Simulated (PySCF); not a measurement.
Members of the series CXY, Y = methyl; each row names its spin state. All species are isolated molecules in the gas phase. One relaxed conformer stands for each flexible species; it need not be the lowest. Strings in code marks are SMILES.

The HOMO–LUMO gap from two functionals at the same geometries (B3LYP-D3(BJ)/def2-TZVP), both in PySCF: PBE-D3(BJ)/def2-TZVP and B3LYP-D3(BJ)/def2-TZVP. B3LYP has the VWN-RPA correlation part, as in Gaussian. 

| species | PBE-D3(BJ)/def2-TZVP (eV) | B3LYP-D3(BJ)/def2-TZVP (eV) |
|---|---|---|
| X = fluoro, multiplicity 1 (`F[C]C` (lower singlet)) | 2.02 | 4.31 |
| X = hydroxy, multiplicity 1 (`C[C]O` (lower singlet; C–C–O–H torsion 180°)) | 2.49 | 4.69 |
| X = amino, multiplicity 1 (`C[C]N` (lower singlet)) | 3.20 | 5.28 |
| X = boryl, multiplicity 1 (`B[C]C` (lower singlet)) | 1.81 | 3.65 |
| X = mercapto, multiplicity 1 (`C[C]S` (lower singlet; C–C–S–H torsion 0°)) | 2.20 | 4.13 |

Over these rows, drawn at random from the members with no instability flagged (it was tested for open shells, ions and some series alone), PBE minus B3LYP-D3(BJ): mean -2.07 eV, from -2.29 eV to -1.84 eV.
